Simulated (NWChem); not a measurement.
CH$_{2}$ cation, doublet

Computed with NWChem. Spin-unrestricted. Geometry: optimised at PBE0-D3(BJ)/def2-TZVP, spin-unrestricted. No stability test was run on the SCF state.

Principal g shifts at PBE/x2c-SVPall, ZORA: -7.60, -0.18, 0.75 ppt from the free-electron value 2.002319.

Question: Give the g values and the resonance fields at 9.5 GHz, hyperfine structure aside.

Answer: 
1. g = 2.002319 + Δg/1000 = 1.9947, 2.0021, 2.0031; mean 2.0000.
2. B = hν/(g μB) = 340.3, 339.0, 338.9 mT.
3. A powder spectrum spans 1.4 mT; in solution the line sits at 339.4 mT.
